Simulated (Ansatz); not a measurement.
Input for Ansatz (development build ahead of 0.2.0):

```yaml
crystal:
  periodic: [false, false, false]
  atoms:
    - { symbol: B, position_ang: [0.0, 0.0, -0.9155] }
    - { symbol: "N", position_ang: [0.0, 0.0, 0.71955] }
    - { symbol: H, position_ang: [0.0, -1.18029, -1.24181] }
    - { symbol: H, position_ang: [-1.02216, 0.59014, -1.24181] }
    - { symbol: H, position_ang: [1.02216, 0.59014, -1.24181] }
    - { symbol: H, position_ang: [0.0, 0.95141, 1.08871] }
    - { symbol: H, position_ang: [-0.82395, -0.47571, 1.08871] }
    - { symbol: H, position_ang: [0.82395, -0.47571, 1.08871] }
basis:
  gaussian: { orbitals: def2-TZVP }
hamiltonian:
  xc: hf
correlation:
  method: mp2
  frozen_orbitals: { B: 1, H: 0, "N": 1 }
```

The input is written out in the form of the current development build from the run's settings.

Output:

```json
{
 "Converged": "yes",
 "Reference energy": "-82.65134 hartree",
 "Correlation energy": "-0.35107 hartree",
 "Total energy": "-83.00241 hartree",
 "Spin squared of the determinant": "0.000"
}
```
